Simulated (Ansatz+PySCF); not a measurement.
The numbers below are computed, except where a source is named.
This PySCF input gave a total energy of -78.14332 hartree.

```python
from pyscf import gto, scf

mol = gto.M(atom="""
C 0.000000 0.000000 0.000000
H 1.090340 0.000000 0.000000
H -0.545170 0.944270 0.000000
H -0.545170 -0.944270 0.000000
C 10.000000 0.000000 0.000000
H 11.090340 0.000000 0.000000
H 9.454830 0.944270 0.000000
H 9.454830 -0.944270 0.000000
""", basis='sto-3g', charge=0, spin=2)
mf = scf.ROHF(mol)
mf.init_guess = 'atom'
mf.kernel()
while True:  # follow internal instabilities
    mo, _, stable, _ = mf.stability(return_status=True)
    if stable: break
    mf.kernel(mf.make_rdm1(mo, mf.mo_occ))
print(mf.converged, mf.e_tot, mf.spin_square()[0])
```

Question: Write an input for Ansatz with the same method and basis set.

Answer:

```yaml
crystal:
  periodic: [false, false, false]
  atoms:
    - { symbol: C, position_ang: [0.0, 0.0, 0.0] }
    - { symbol: H, position_ang: [1.09034, 0.0, 0.0] }
    - { symbol: H, position_ang: [-0.54517, 0.94427, 0.0] }
    - { symbol: H, position_ang: [-0.54517, -0.94427, 0.0] }
    - { symbol: C, position_ang: [10.0, 0.0, 0.0] }
    - { symbol: H, position_ang: [11.09034, 0.0, 0.0] }
    - { symbol: H, position_ang: [9.45483, 0.94427, 0.0] }
    - { symbol: H, position_ang: [9.45483, -0.94427, 0.0] }
basis:
  gaussian: { orbitals: STO-3G }
magnetization:
  initial_magnetization: 2
hamiltonian:
  xc: hf
```

Ansatz (development build ahead of 0.2.0) gave -78.14332 hartree, 0.00 meV from the first.
